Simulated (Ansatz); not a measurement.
# C₄H₅N: how energies converge with the basis set

An exercise on one series of results from a longer session: the logs are not shown, and one member is left open.

Program: Ansatz 0.2.0, Gaussian basis. Level of theory: one geometry, several basis sets. These are calculated values, not measurements.

Plan: PBE0-D4/def2-SVP; ωB97M-V/def2-SVP; PBE0-D4/def2-QZVPP; ωB97M-V/def2-QZVPP; the functionals' def2-TZVPP values are taken from earlier runs.

**Structure used throughout**

The geometry comes from an earlier relaxation with PBE0-D4 in a triple-zeta def2 set; it is a stationary point, not always the lowest conformer.

SMILES `CC=C=C=N`, 10 atoms, charge 0, spin multiplicity 1.

Atoms are counted from 1 here; the program's logs count them from 0.

Bond lengths: C1–C2 1.490 Å, C1–H6 1.095 Å, C1–H7 1.089 Å, C1–H8 1.095 Å, C2–C3 1.313 Å, C2–H9 1.092 Å, C3–C4 1.269 Å, C4–N5 1.233 Å, N5–H10 1.019 Å. Angles: C2–C1–H6 110.2°, C2–C1–H7 111.7°, C2–C1–H8 110.2°, H6–C1–H7 109.1°, H6–C1–H8 106.4°, H7–C1–H8 109.1°, C1–C2–C3 125.5°, C1–C2–H9 115.9°, C3–C2–H9 118.6°, C2–C3–C4 178.2°, C3–C4–N5 173.4°, C4–N5–H10 114.3°.

Set-up of the first run:

The input, in.yaml:

```yaml
crystal:
  periodic: [false, false, false]
  atoms:
    - {symbol: C, position_ang: [-1.316755, -1.070596, 0.283043]}
    - {symbol: C, position_ang: [-0.327901, -0.112128, 0.852107]}
    - {symbol: C, position_ang: [0.593889, 0.526906, 0.168784]}
    - {symbol: C, position_ang: [1.471454, 1.126520, -0.525310]}
    - {symbol: N, position_ang: [2.366093, 1.769925, -1.079452]}
    - {symbol: H, position_ang: [-2.336652, -0.727594, 0.486736]}
    - {symbol: H, position_ang: [-1.189087, -1.188836, -0.792050]}
    - {symbol: H, position_ang: [-1.216710, -2.048753, 0.765196]}
    - {symbol: H, position_ang: [-0.393310, 0.058116, 1.928549]}
    - {symbol: H, position_ang: [2.432179, 1.615338, -2.084702]}
basis:
  gaussian: {orbitals: def2-SVP}
hamiltonian: {xc: pbe0, dispersion: d4}
output: {orbitals: {seedname: orbitals}}
```

The run is started by

```sh
$ ansatz run in.yaml --threads 2 --pin off --events-out ev --progress --plain --max-ram 4352MiB
```

Steps of the session up to this table: PBE0-D4 in def2-SVP; ωB97M-V in def2-SVP; PBE0-D4 in def2-QZVPP; ωB97M-V in def2-QZVPP.

One table of the session follows, with a row left open; its other results are not shown here.

It belongs to the step «Functionals by basis». 

```
functional       basis  HOMO (eV)  LUMO (eV)
   PBE0-D4    def2-SVP          ?          ?
   PBE0-D4  def2-TZVPP      -6.54      -1.81
   PBE0-D4  def2-QZVPP      -6.57      -1.85
   ωB97M-V    def2-SVP      -8.57       0.48
   ωB97M-V  def2-TZVPP      -8.73       0.29
   ωB97M-V  def2-QZVPP      -8.76       0.24
```

Estimate the missing values for PBE0-D4, def2-SVP.

As computed: HOMO (eV): -6.40; LUMO (eV): -1.67. In the column «HOMO (eV)» it is the highest.
